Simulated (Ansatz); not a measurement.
Input for Ansatz (development build ahead of 0.2.0):

```yaml
crystal:
  periodic: [false, false, false]
  atoms:
    - { symbol: Mg, position_ang: [0.0, 0.0, 0.0] }
    - { symbol: F, position_ang: [0.0, 0.0, 1.925] }
basis:
  gaussian: { orbitals: def2-SVP }
magnetization:
  spin_polarized: true
  initial_magnetization: 1
hamiltonian:
  xc: hf
correlation:
  method: ccsd_t
  frozen_orbitals: { F: 1, Mg: 1 }
```

The input is written out in the form of the current development build from the run's settings.

The run gave:

| Quantity | Value |
| --- | --- |
| Converged | yes |
| Reference energy | -298.93604 hartree |
| Correlation energy | -0.21884 hartree |
| Total energy | -299.15488 hartree |
| Stability test | minimum |
